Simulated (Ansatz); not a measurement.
**Hydrogen peroxide (H2O2): basis-set convergence**

An exercise on one series of results from a longer session: the logs are not shown, and one member is left open.

Computed with Ansatz 0.2.0, Gaussian basis. Level: one geometry, several basis sets.

The runs, in order: PBE0-D4/def2-SVP; ωB97M-V/def2-SVP; PBE0-D4/def2-QZVPP; ωB97M-V/def2-QZVPP; CCSD(T)/cc-pV(D+d)Z; CCSD(T)/cc-pV(T+d)Z; CCSD(T)/cc-pV(Q+d)Z; the functionals' def2-TZVPP values are taken from earlier runs.

**Structure used throughout**

All runs share one geometry, relaxed beforehand with PBE0-D4 in a triple-zeta def2 set.

4 atoms, charge 0, spin multiplicity 1.

Atoms are counted from 1 here; the program's logs count them from 0.

Bond lengths: O1–O2 1.426 Å, O1–H3 0.965 Å, O2–H4 0.965 Å. Angles: O2–O1–H3 101.1°, O1–O2–H4 101.1°.

The first run:

File in.yaml:

```yaml
crystal:
  periodic: [false, false, false]
  atoms:
    - {symbol: O, position_ang: [-0.486807, -0.581139, 0.030594]}
    - {symbol: O, position_ang: [0.048310, 0.728361, 0.206874]}
    - {symbol: H, position_ang: [0.186354, -1.117019, 0.467398]}
    - {symbol: H, position_ang: [0.252142, 0.969797, -0.704867]}
basis:
  gaussian: {orbitals: def2-SVP}
hamiltonian: {xc: pbe0, dispersion: d4}
output: {orbitals: {seedname: orbitals}}
```

Launch:

```console
$ ansatz run in.yaml --threads 2 --pin off --events-out ev --progress --plain --max-ram 32768MiB --backend cpu
```

Among the steps run: PBE0-D4 in def2-SVP; ωB97M-V in def2-SVP; PBE0-D4 in def2-QZVPP; ωB97M-V in def2-QZVPP.

One of the session's tables, all rows but one given; the rest of the session is left out.

| functional | basis | HOMO (eV) | LUMO (eV) |
| --- | --- | --- | --- |
| PBE0-D4 | def2-SVP | ? | ? |
| PBE0-D4 | def2-TZVPP | -8.13 | 0.72 |
| PBE0-D4 | def2-QZVPP | -8.21 | 0.46 |
| ωB97M-V | def2-SVP | -10.29 | 3.47 |
| ωB97M-V | def2-TZVPP | -10.69 | 2.41 |
| ωB97M-V | def2-QZVPP | -10.77 | 1.91 |

Q: Estimate the row for PBE0-D4, def2-SVP from the others.

As computed: HOMO (eV): -7.75; LUMO (eV): 1.36. In the column «HOMO (eV)» it is the highest.
